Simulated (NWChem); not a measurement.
## What each level costs for ClNa

```xyz
2

Na     0.0000     0.0000    -1.4209
Cl     0.0000     0.0000     0.9194
```
Charge 0, spin multiplicity 1.

Program: NWChem. The geometry was optimised at B3LYP/def2-SVP, a minimum by its harmonic frequencies.

Basis set: cc-pVTZ (68 functions). Each entry is one whole single-point run; the coupled-cluster runs use the TCE module, and the SCF and DFT modules converge to different thresholds.

The correlated methods keep 6 core orbitals frozen. B3LYP has NWChem's definition, with VWN1-RPA local correlation. The structure started from a generated list of species.

### Question
Roughly how much processor time does each of these take, relative to RHF: MP2, B2PLYP, PBE, B3LYP, M06-2X, CR-CCSD(T)?

### Answer
B3LYP about the same, within a factor of 3; PBE about the same, within a factor of 3; M06-2X about the same, within a factor of 3; MP2 about the same, within a factor of 3; B2PLYP about 3; CR-CCSD(T) about 4 (rough ratios from shared machines).
